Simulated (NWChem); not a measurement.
Program: NWChem. System: chlorine (Cl$_{2}$), charge 0, spin multiplicity 1, at a geometry optimised with PBE0/def2-SVP. Level: evGW0@PBE/def2-TZVP, RI basis def2-tzvp-rifit, 6 cycles.

Input file:

```
start mol
memory heap 200 mb stack 700 mb global 1700 mb
geometry units angstroms nocenter noautoz
  Cl     0.000000     0.000000     1.012768
  Cl     0.000000     0.000000    -1.012768
  symmetry group D2h
end
basis spherical
  * library def2-tzvp
end
basis "ri basis" bse spherical
  * library def2-tzvp-rifit
end
dft
  xc xpbe96 cpbe96
  iterations 100
  direct
  tolerances tight
end
task dft energy
gw
  evgw0 6
  states alpha occ -1 vir -1
end
task dft gw
```

NWChem printed:

```
             Northwest Computational Chemistry Package (NWChem) 7.3.0
             --------------------------------------------------------

                                NWChem Input Module
                                -------------------

 Scaling coordinates for geometry "geometry" by  1.889725989
 (inverse scale =  0.529177249)

 Turning off AUTOSYM since
 SYMMETRY directive was detected!

                             Geometry "geometry" -> ""
                             -------------------------

 Output coordinates in angstroms (scale by  1.889725989 to convert to a.u.)

  No.       Tag          Charge          X              Y              Z
 ---- ---------------- ---------- -------------- -------------- --------------
    1 Cl                  17.0000     0.00000000     0.00000000     1.01276800
    2 Cl                  17.0000     0.00000000     0.00000000    -1.01276800

 Effective nuclear repulsion energy (a.u.)      75.5021016466

            Nuclear Dipole moment (a.u.)
            ----------------------------
        X                 Y               Z
 ---------------- ---------------- ----------------
     0.0000000000     0.0000000000     0.0000000000

      Symmetry information
      --------------------

 Group name             D2h
 Group number             26
 Group order               8
 No. of unique centers     1

      Symmetry unique atoms

     1


 Summary of "ao basis" -> "" (spherical)
 ------------------------------------------------------------------------------
       Tag                 Description            Shells   Functions and Types
 ---------------- ------------------------------  ------  ---------------------
 *                         def2-tzvp                  on all atoms

 new library libraries.bse/

 Summary of "ri basis" -> "" (spherical)
 ------------------------------------------------------------------------------
       Tag                 Description            Shells   Functions and Types
 ---------------- ------------------------------  ------  ---------------------
 *                      def2-tzvp-rifit               on all atoms
[...]
          Solving quasiparticle equations

                  Alpha Orbitals
          State     Energy (eV)     Error (eV)
          -----------------------------------
@GW         1      -2722.720           0.000
@GW         2      -2790.925           0.000
@GW         3       -275.545           0.000
@GW         4       -275.549           0.000
@GW         5       -207.552           0.000
@GW         6       -207.547           0.000
@GW         7       -207.169           0.000
@GW         8       -207.169           0.000
@GW         9       -207.169           0.000
@GW        10       -207.169           0.000
@GW        11        -26.468           0.000
@GW        12        -22.774           0.000
@GW        13        -15.260           0.000
@GW        14        -13.789           0.000
@GW        15        -13.792           0.000
@GW        16        -11.162           0.000
@GW        17        -11.162           0.000
@GW        18         -0.485           0.000
@GW        19          8.934           0.000
@GW        20         10.947           0.000
@GW        21         10.946           0.000
@GW        22         10.003           0.000
@GW        23         11.844           0.000
@GW        24         11.844           0.000
@GW        25         13.161           0.000
@GW        26         13.160           0.000
@GW        27         12.851           0.000
@GW        28         12.851           0.000
@GW        29         14.262           0.000
@GW        30         15.514           0.000
@GW        31         15.514           0.000
@GW        32         17.614           0.000
@GW        33         20.324           0.000
@GW        34         18.775           0.000
@GW        35         18.775           0.000
@GW        36         33.188           0.000
@GW        37         51.875           0.000
@GW        38         51.875           0.000
@GW        39         54.637           0.000
@GW        40         54.636           0.000
@GW        41         53.963           0.000
@GW        42         53.188           0.000
@GW        43         53.188           0.000
@GW        44         54.403           0.000
@GW        45         55.982           0.000
@GW        46         55.982           0.000
@GW        47         57.245           0.000
@GW        48         57.244           0.000
@GW        49         60.019           0.000
@GW        50         60.021           0.000
@GW        51         62.723           0.000
@GW        52         62.724           0.000
@GW        53         63.268           0.000
@GW        54         63.268           0.000
@GW        55         63.308           0.000
@GW        56         64.344           0.000
@GW        57         64.344           0.000
@GW        58         65.675           0.000
@GW        59         64.425           0.000
@GW        60         64.425           0.000
@GW        61         65.859           0.000
@GW        62         65.847           0.000
@GW        63         69.103           0.000
@GW        64         82.970           0.000
@GW        65         82.971           0.000
@GW        66        112.057           0.000
@GW        67        301.794           0.000
@GW        68        301.797           0.000
@GW        69        303.568           0.000
@GW        70        303.569           0.000
@GW        71        305.826           0.000
@GW        72        313.953           0.000
@GW        73        664.091           0.000
@GW        74        678.646           0.000

     GW Timing Statistics
   ------------------------
   Init.   :          0.1s
     ERIs  :          0.4s
     Distr.:          0.0s
     Vxc   :          0.1s
   Sigma_x :          0.0s
   RPA     :          0.3s
   Wmn     :          0.9s
   Sigma_c :          0.8s
   GW total:          2.5s

 Task  times  cpu:        2.5s     wall:        2.5s

 Total times  cpu:        6.9s     wall:        6.9s
```
